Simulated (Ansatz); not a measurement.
For rock-salt SrO, r²SCAN (Ansatz, a program for electronic structure, PAW) gives:

| Property | Value |
|---|---|
| lattice constant a | 5.160 Å |
| bulk modulus B0 | 93.6 GPa |
| cohesive energy | 5.29 eV/atom |
| band gap at the measured cell | 3.80 eV |
| elastic constant C11 | 183 GPa |
| elastic constant C44 | 55.5 GPa |
| polycrystal shear modulus | 59.8 GPa |

Problem. What does PBE0 (Ansatz, PAW) give for the same quantities?

Solution. 
- lattice constant a: 5.153 Å (shrinks by 0.1 %)
- bulk modulus: 93.1 GPa (drops by 0.5 %)
- cohesive energy: 4.92 eV/atom (shrinks by 0.37 eV/atom)
- band gap at the measured cell: 5.53 eV (goes up by 1.73 eV)
- elastic constant C11: 177 GPa (shrinks by 3.3 %)
- elastic constant C44: 57.4 GPa (grows by 3.4 %)
- Voigt–Reuss–Hill shear modulus: 59.5 GPa (shrinks by 0.5 %)

For comparison: lattice constant a 5.16 Å (measured, 300 K, not corrected to a static lattice; as tabulated in Santana et al. (2016), arXiv:1608.06321); bulk modulus 91 GPa (measured, 300 K, no zero-point or thermal correction; as tabulated in Santana et al. (2016), arXiv:1608.06321); cohesive energy 5.23 ± 0.03 eV/atom (derived here from tabulated measurements, copied from a table, unchecked, brought to a static lattice with a Debye model, atoms in their spin–orbit ground levels; inputs from the CRC Handbook); band gap 5.63 eV (measured, zero-point renormalisation of 326 meV (computed, non-adiabatic AHC, without the lattice-expansion part) added back to the 80 K gap 5.3 eV; as tabulated in Miglio et al. (2020), arXiv:2011.12765); elastic constant C11 175 GPa (measured, temperature not stated, not corrected to a static lattice; as tabulated in Oses et al. (2018), arXiv:1811.08464); elastic constant C44 55.9 GPa (measured, temperature not stated, no zero-point or thermal correction; as tabulated in Oses et al. (2018), arXiv:1811.08464).

Changes are worked out from the printed values.

Unless a cell is named, each level is at its own relaxed cell (r²SCAN 17.17, PBE0 17.10 Å³/atom).

Spin–orbit coupling is included only where a level's name says +SOC; with heavier elements it mostly lowers gaps and can invert bands. Density-functional gaps are differences of (generalised) Kohn–Sham levels.

Ansatz's density-functional and Hartree–Fock values are scalar-relativistic unless marked +SOC, with PAW data made under PBE.
